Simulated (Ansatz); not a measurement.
## CH5Al (AlH2Me): the vertical ionisation energy from total energies

CH5Al: 7 atoms, total charge 0, spin state singlet. As SMILES, `[H][Al]([H])[CH3]`. The shape comes from GFN2-xTB, which is rough for such elements, and wasn't checked as a minimum.

```xyz
7

Al    0.5322    0.9260   -0.0028
H     2.0796    1.0307    0.0395
H    -0.1571    2.3156   -0.0328
C    -0.4568   -0.7945   -0.0027
H    -0.5786   -1.2238   -1.0051
H    -1.4692   -0.6903    0.4088
H     0.0499   -1.5636    0.5952
```

Both states at this one shape; open shells run unrestricted unless said. 1 Eh = 27.2114 eV.

| level | program | singlet CH5Al (Eh) | doublet CH5Al+ (Eh) |
| --- | --- | --- | --- |
| wB97M-V/STO-3G | Ansatz | -280.130613 | -279.806275 |
| wB97X/STO-3G | Ansatz | -280.118247 | -279.791559 |
| CCSDT(Q)/STO-3G, 6 core orbitals frozen | Ansatz | -279.438837 | -279.144973 |

Question: Work out the vertical ionisation energy at each level.

Answer: 
1. wB97M-V/STO-3G: -279.806275 − (-280.130613) = 0.324338 Eh = 8.83 eV.
2. wB97X/STO-3G: -279.791559 − (-280.118247) = 0.326688 Eh = 8.89 eV.
3. CCSDT(Q)/STO-3G: -279.144973 − (-279.438837) = 0.293864 Eh = 8.00 eV.

No measured value is set beside it here; the levels span 8.00 to 8.89 eV. Minimal sets are far from the basis-set limit.
